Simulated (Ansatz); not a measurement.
`C=C(O)SS` + CH₃SH → `C=C(O)SC` + `SS`  (substitution at a C–S bond)

Calculated with Ansatz (gas phase, PBE0-D4/def2-TZVP geometries, no zero-point term in ΔE). CCSD(T)/CBS is the MP2 limit (def2-TZVPP, def2-QZVPP) plus CCSD(T) − MP2 in def2-TZVPP, frozen cores. This one scheme is used for every species. DFT in def2-TZVPP. Each species was taken in one conformer, which may not be the lowest.

| species | PBE energy (Eh) |
| --- | --- |
| `C=C(O)SS` | -949.78135 |
| CH₃SH | -438.49541 |
| `C=C(O)SC` | -591.00284 |
| `SS` | -797.26870 |

(1) Work out ΔE.

Largest T1 diagnostic among the species: 0.013.

Results:

(1) ΔE = (-591.00284) + (-797.26870) − (-949.78135) − (-438.49541) = 0.00522 Eh = +3.3 kcal/mol. CCSD(T)/CBS gives +1.7 kcal/mol.

In def2-TZVPP, CCSD(T) changes the Hartree–Fock value by +2.1 kcal/mol (the triples alone add +0.6 kcal/mol) and MP2 by +2.7 kcal/mol.
